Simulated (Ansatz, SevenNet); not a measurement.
TO phonon frequency at L of zinc-blende InSb: levels of theory against measurement

Reference value: 177 cm⁻¹ (measured, temperature not stated, not corrected to a static lattice; as tabulated in Ioffe Institute, NSM Archive: InSb, mechanic properties page).

```tsv
level (code)	value (cm⁻¹)	cell (Å³/atom)	difference (%)
SevenNet-l3i5	151	36.67	-14.7
LDA (Ansatz)	177	33.54	0.0
BLYP (Ansatz)	148	39.03	-16.4
PBE (Ansatz)	162	36.51	-8.5
PBEsol (Ansatz)	171	34.63	-3.4
revPBE (Ansatz)	157	37.48	-11.3
RPBE (Ansatz)	155	37.87	-12.4
PBE-D3(BJ) (Ansatz)	172	35.03	-2.8
r²SCAN (Ansatz)	181	34.00	+2.3
HSE06 (Ansatz)	174	35.07	-1.7
PBE0 (Ansatz)	176	34.93	-0.6
Hartree–Fock (Ansatz)	178	36.35	+0.6
```

Once the reference is moved by up to 3.0 % (a margin picked here for doubts on the reference and the settings, and for temperature and zero-point motion) and values within 1.0 % count as equal, the nearest can be LDA (0.0 %), PBE0 (-0.6 %), Hartree–Fock (+0.6 %), HSE06 (-1.7 %), r²SCAN (+2.3 %), PBE-D3(BJ) (-2.8 %) or PBEsol (-3.4 %). Farthest off among them: BLYP (-16.4 %).

The measured value isn't corrected to a static lattice, so vibrations enter the comparison.  LDA, BLYP, PBE, PBEsol, revPBE, RPBE, PBE-D3(BJ): the solid has no gap at this level, which affects its response. PBE-D3(BJ): the dispersion coefficients are held fixed in the derivatives. Values are at the level's own equilibrium cell; r²SCAN at the measured cell. Cutoffs and k meshes differ between the levels. Ansatz's density-functional and Hartree–Fock values are scalar-relativistic unless marked +SOC, with PAW data made under PBE.

Machine-learned potentials (SevenNet-l3i5) are trained on DFT data: a solid inside that data is no test of them.

Differences are worked out from the printed values.

Ansatz is an electronic-structure program.
